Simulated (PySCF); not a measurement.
Basis-set dependence of population analyses: CH2ClF

Compound: CH2ClF.
Cartesian coordinates in Å at the PBE0-D3(BJ)/def2-SVP level; atoms count from 1:
```xyz
5
CH2ClF angstrom
F      0.9723   -0.9463    0.0796
C      0.1061    0.0791   -0.0105
Cl    -1.5702   -0.4918    0.0854
H      0.2654    0.7753    0.8257
H      0.2268    0.5839   -0.9801
```

PBE0 throughout (PySCF), one geometry, spherical d and f functions. Geometry: PBE0-D3(BJ)/def2-SVP; no solvent, vibrations or thermal averaging. Atoms taken as equivalent share a column and are averaged.

Mulliken charges (e):

```csv
basis,functions,F1,C2,Cl3,H4/H5
STO-3G,21,-0.066,-0.008,-0.155,+0.114
6-31G,35,-0.294,-0.189,+0.038,+0.222
pcSseg-0,35,-0.346,-0.161,-0.058,+0.282
6-31G*,50,-0.290,-0.074,-0.055,+0.209
def2-SVP,56,-0.230,+0.242,-0.177,+0.082
cc-pVDZ,56,-0.191,+0.149,-0.133,+0.087
pcSseg-1,68,-0.286,+0.159,-0.168,+0.148
aug-cc-pVDZ,91,-0.364,+0.566,-0.111,-0.045
"6-311+G(2d,p)",101,-0.216,-0.170,+0.038,+0.174
def2-TZVP,111,-0.180,+0.034,-0.122,+0.134
cc-pVTZ,122,-0.174,+0.157,-0.146,+0.082
IGLO-III,134,-0.238,-0.069,+0.011,+0.148
pcSseg-3,286,-0.246,+0.208,-0.125,+0.081
```

IAO charges (e):

| basis | functions | F1 | C2 | Cl3 | H4/H5 |
| --- | --- | --- | --- | --- | --- |
| STO-3G | 21 | -0.098 | -0.104 | -0.086 | +0.144 |
| 6-31G | 35 | -0.258 | -0.010 | -0.085 | +0.177 |
| pcSseg-0 | 35 | -0.248 | -0.005 | -0.092 | +0.172 |
| 6-31G* | 50 | -0.271 | +0.043 | -0.093 | +0.160 |
| def2-SVP | 56 | -0.277 | +0.053 | -0.087 | +0.155 |
| cc-pVDZ | 56 | -0.274 | +0.049 | -0.095 | +0.160 |
| pcSseg-1 | 68 | -0.283 | +0.049 | -0.092 | +0.163 |
| aug-cc-pVDZ | 91 | -0.291 | +0.050 | -0.093 | +0.167 |
| 6-311+G(2d,p) | 101 | -0.293 | +0.044 | -0.088 | +0.168 |
| def2-TZVP | 111 | -0.292 | +0.049 | -0.087 | +0.165 |
| cc-pVTZ | 122 | -0.289 | +0.049 | -0.091 | +0.165 |
| IGLO-III | 134 | -0.294 | +0.043 | -0.082 | +0.167 |
| pcSseg-3 | 286 | -0.294 | +0.047 | -0.087 | +0.167 |

Hirshfeld charges (e):

```
        basis  functions      F1      C2     Cl3   H4/H5
       STO-3G         21  -0.033  +0.160  -0.194  +0.034
        6-31G         35  -0.106  +0.077  -0.090  +0.059
     pcSseg-0         35  -0.101  +0.071  -0.080  +0.055
       6-31G*         50  -0.092  +0.078  -0.100  +0.057
     def2-SVP         56  -0.097  +0.060  -0.070  +0.053
      cc-pVDZ         56  -0.085  +0.059  -0.082  +0.054
     pcSseg-1         68  -0.099  +0.061  -0.076  +0.057
  aug-cc-pVDZ         91  -0.100  +0.046  -0.061  +0.058
6-311+G(2d,p)        101  -0.103  +0.050  -0.062  +0.058
    def2-TZVP        111  -0.099  +0.050  -0.065  +0.057
      cc-pVTZ        122  -0.094  +0.050  -0.070  +0.057
     IGLO-III        134  -0.105  +0.043  -0.050  +0.056
     pcSseg-3        286  -0.100  +0.044  -0.060  +0.058
```

Which scheme is steadiest as the basis changes?

Largest range over the bases for any column: Hirshfeld 0.14 e, IAO 0.20 e, Mulliken 0.75 e. Hirshfeld charges move least and Mulliken charges most, counted in e. Without the minimal STO-3G basis the ranges are Hirshfeld 0.05, IAO 0.06, Mulliken 0.75 e.

How much do the charges still move between the two largest bases, IGLO-III and pcSseg-3?

At most, over all atoms: Mulliken 0.278 e, IAO 0.005 e, Hirshfeld 0.009 e.

What do the same runs give for the total energy, the frontier levels and the dipole moment?

```json
{"basis": "STO-3G", "energy (Eh)": "-592.1461", "HOMO (eV)": "-6.46", "LUMO (eV)": "4.49", "μ (D)": "2.05"}
{"basis": "6-31G", "energy (Eh)": "-598.9674", "HOMO (eV)": "-8.84", "LUMO (eV)": "0.90", "μ (D)": "2.20"}
{"basis": "pcSseg-0", "energy (Eh)": "-598.1828", "HOMO (eV)": "-8.84", "LUMO (eV)": "1.09", "μ (D)": "2.33"}
{"basis": "6-31G*", "energy (Eh)": "-599.0197", "HOMO (eV)": "-8.70", "LUMO (eV)": "0.96", "μ (D)": "1.87"}
{"basis": "def2-SVP", "energy (Eh)": "-598.7926", "HOMO (eV)": "-8.58", "LUMO (eV)": "1.29", "μ (D)": "1.82"}
{"basis": "cc-pVDZ", "energy (Eh)": "-599.0558", "HOMO (eV)": "-8.65", "LUMO (eV)": "0.99", "μ (D)": "1.82"}
{"basis": "pcSseg-1", "energy (Eh)": "-599.0144", "HOMO (eV)": "-8.84", "LUMO (eV)": "0.69", "μ (D)": "1.96"}
{"basis": "aug-cc-pVDZ", "energy (Eh)": "-599.0738", "HOMO (eV)": "-8.86", "LUMO (eV)": "-0.15", "μ (D)": "1.81"}
{"basis": "6-311+G(2d,p)", "energy (Eh)": "-599.1070", "HOMO (eV)": "-8.86", "LUMO (eV)": "0.07", "μ (D)": "1.81"}
{"basis": "def2-TZVP", "energy (Eh)": "-599.1224", "HOMO (eV)": "-8.79", "LUMO (eV)": "0.68", "μ (D)": "1.77"}
{"basis": "cc-pVTZ", "energy (Eh)": "-599.1219", "HOMO (eV)": "-8.78", "LUMO (eV)": "0.63", "μ (D)": "1.78"}
{"basis": "IGLO-III", "energy (Eh)": "-599.1204", "HOMO (eV)": "-8.74", "LUMO (eV)": "0.47", "μ (D)": "1.71"}
{"basis": "pcSseg-3", "energy (Eh)": "-599.1459", "HOMO (eV)": "-8.86", "LUMO (eV)": "0.06", "μ (D)": "1.79"}
```

The dipole is fixed by the density alone, so its range of 0.62 D shows that the density itself changes with the basis, not only its division among atoms.
